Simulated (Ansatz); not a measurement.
Basis-set extrapolation for hydrogen (PBE0-D4/def2-TZVP geometry, all electrons outside any core potential correlated, the Gaussian-basis code of Ansatz). Multiplicity 1, RHF reference.

|  | cc-pV(T+d)Z | cc-pV(Q+d)Z |
| --- | --- | --- |
| HF | -1.132894 | -1.133388 |
| MP2 correlation | -0.031699 | -0.033132 |
| CCSD(T) correlation | -0.039435 | -0.040397 |

Energies in hartree. Use E(X) = E(∞) + A·exp(−5.46·√X) for Hartree–Fock and E(X) = E(∞) + B·X^(−3.05) for correlation, with X = 3 and 4.

Question: What is the CCSD(T) energy at the basis-set limit?

Answer: HF limit: -1.133388 + (-0.000494) × 0.30130 = -1.13354. Correlation limit: -0.040397 + (-0.000962) × 0.71189 = -0.04108. Total: -1.17462 hartree, 1.4 kcal/mol below CCSD(T)/cc-pV(T+d)Z.
